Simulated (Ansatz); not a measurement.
Which is lower?

The two ends of one reaction step of SiPH7O, closed shell (PBE0-D4/def2-TZVP).

A:

```xyz
10
angstrom
Si -0.9762 -0.1208 -0.8055
O 0.3804 1.4727 1.9556
H -1.7490 -0.5166 0.3977
H -1.0172 1.3494 -0.9877
H -1.5685 -0.7825 -1.9989
H 1.0714 0.9182 1.5770
P 1.1738 -0.7322 -0.4761
H 0.1673 1.0660 2.7985
H 0.9401 -2.1221 -0.6397
H 1.5781 -0.5322 -1.8210
```

B:

| atom | x (Å) | y (Å) | z (Å) |
| --- | --- | --- | --- |
| Si1 | -1.5139 | 0.9062 | -0.0912 |
| O2 | -0.0503 | 1.2134 | 0.6122 |
| H3 | -2.1656 | -0.2980 | 0.4887 |
| H4 | -2.4370 | 2.0614 | 0.0904 |
| H5 | -1.2432 | 0.7002 | -1.5309 |
| H6 | 1.8247 | -1.3986 | 0.9242 |
| P7 | 1.3025 | -1.5626 | -0.3841 |
| H8 | -0.0495 | 1.4388 | 1.5430 |
| H9 | 2.2559 | -2.5573 | -0.7325 |
| H10 | 2.0767 | -0.5033 | -0.9200 |

Ansatz 0.2.0; basis: def2-TZVPP; cores frozen in the correlated methods. B3LYP uses VWN-RPA correlation.

Problem. Which structure is lower at CCSD(T), and by how much? (To be estimated.)

Solution. The calculation gives: B, by 0.639 eV (electronic energy, against the other). By their contacts, A is a complex of SiPH₅ ([SiH3][PH2]) + H₂O and B is a complex of SiH₄O ([OH][SiH3]) + PH₃.

All methods give the same order:

| method | E(B) − E(A) (eV) |
| --- | --- |
| SPW92 | -0.447 |
| PBE-D4 | -0.432 |
| BLYP-D4 | -0.612 |
| r2SCAN-D4 | -0.579 |
| B97M-V | -0.607 |
| PBE0-D4 | -0.482 |
| B3LYP-D4 | -0.644 |
| r2SCAN0-D4 | -0.592 |
| BHLYP-D4 | -0.718 |
| CAM-B3LYP-D4 | -0.708 |
| wB97X-V | -0.626 |
| wB97M-V | -0.646 |
| B2PLYP | -0.676 |
| PBE-QIDH | -0.574 |
| RPA on PBE | -0.690 |
| HF | -0.866 |
| MP2 | -0.653 |
| CCSD | -0.675 |
| CCSD(T) | -0.639 |

No T1 diagnostic of these runs exceeds 0.012.

Labels in which every atom is bracketed show which atoms are joined, not bond orders.

For scale, one of the runs: CCSD(T)/def2-TZVPP, 213 basis functions, launched by `ansatz run in.yaml --threads 4 --pin off --events-out ev --progress --plain --max-ram 9574MiB`. Time: 41 s of wall clock on 4 CPU threads of an AMD EPYC 7R43; the host was shared. Peak host memory: 2.8 GiB.
